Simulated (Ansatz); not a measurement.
# C₂H (doublet): r2SCAN0, CAM-B3LYP over a scan of the distance C1–C2, 6-31G

Aim: run C₂H (doublet) with these functionals over a scan of the distance C1–C2, and hold them against the top wave-function level at the same points.

Method: 6-31G, all electrons in the functionals; program: Ansatz 0.2.0, Gaussian basis.

The runs, in order: r2SCAN0, CAM-B3LYP, at 0.974 Å; 1.093 Å; 1.200 Å; 1.320 Å; 1.432 Å; 1.617 Å; 1.884 Å; 2.187 Å; 2.677 Å; 3.181 Å; 4.156 Å.

31 further runs of the same task are left out: 5 for a known fault of the program, 22 that didn't finish, 4 set aside as unsound or not needed.

## Step 1: The geometry

The geometry derives from a PBE0/def2-TZVP stationary point (not a proven minimum). One bond is set to the value named and the two fragments are kept rigid.

3 atoms, charge 0, spin multiplicity 2.

Atoms are counted from 1 here; the program's logs count them from 0.

Bond lengths: C1–C2 1.200 Å, C1–H3 1.066 Å. Angles: C2–C1–H3 180.0°.

No dispersion term is added.

The geometry shown and the zero of energy belong to the point 1.200 Å. The yardstick, FCI, and other wave-function levels (R restricted, U unrestricted, valence and pair active spaces) come from earlier runs.

## Step 2: r2SCAN0, 0.974 Å

Input file in.yaml:

```yaml
crystal:
  periodic: [false, false, false]
  atoms:
    - {symbol: C, position_ang: [0.000000, 0.000000, -0.030672]}
    - {symbol: C, position_ang: [0.000000, 0.000000, -1.004672]}
    - {symbol: H, position_ang: [0.000000, 0.000000, 1.035345]}
basis:
  gaussian: {orbitals: 6-31G}
magnetization: {spin_polarized: true, initial_magnetization: 1}
hamiltonian: {xc: {name: r2SCAN0}}
```

Command:

```console
> ansatz run in.yaml --threads 1 --pin off --events-out ev --progress --plain --max-ram 2393MiB
```

After this run come: r2SCAN0, 1.093 Å; r2SCAN0, 1.200 Å; r2SCAN0, 1.320 Å; r2SCAN0, 1.432 Å; r2SCAN0, 1.617 Å; r2SCAN0, 1.884 Å; r2SCAN0, 2.187 Å; r2SCAN0, 2.677 Å; r2SCAN0, 3.181 Å; r2SCAN0, 4.156 Å; CAM-B3LYP, 0.974 Å; CAM-B3LYP, 1.093 Å; CAM-B3LYP, 1.200 Å; CAM-B3LYP, 1.320 Å; CAM-B3LYP, 1.432 Å; CAM-B3LYP, 1.617 Å; CAM-B3LYP, 1.884 Å; CAM-B3LYP, 2.187 Å; CAM-B3LYP, 2.677 Å; CAM-B3LYP, 3.181 Å; CAM-B3LYP, 4.156 Å.

Before running them: what should the planned runs give, taken together? Wanted: span of the FCI curve; largest miss, r2SCAN0; largest miss, CAM-B3LYP.

As calculated:

```
               quantity                   value
  span of the FCI curve            711.6 kJ/mol
  largest miss, r2SCAN0  -60.0 kJ/mol (0.974 Å)
largest miss, CAM-B3LYP  -65.5 kJ/mol (0.974 Å)
```

**Reading.** Of the functionals, r2SCAN0 keep the smallest largest miss at the points compared (at most 60.0 kJ/mol) and CAM-B3LYP strays most (65.5 kJ/mol, at 0.974 Å). r2SCAN0, CAM-B3LYP clearly break the spin symmetry at some points (⟨S²⟩ up to 1.75 above the pure value), so energy there is bought with a mixed spin. Functionals and the yardstick converge differently with the basis, so part of each miss in 6-31G is the basis.
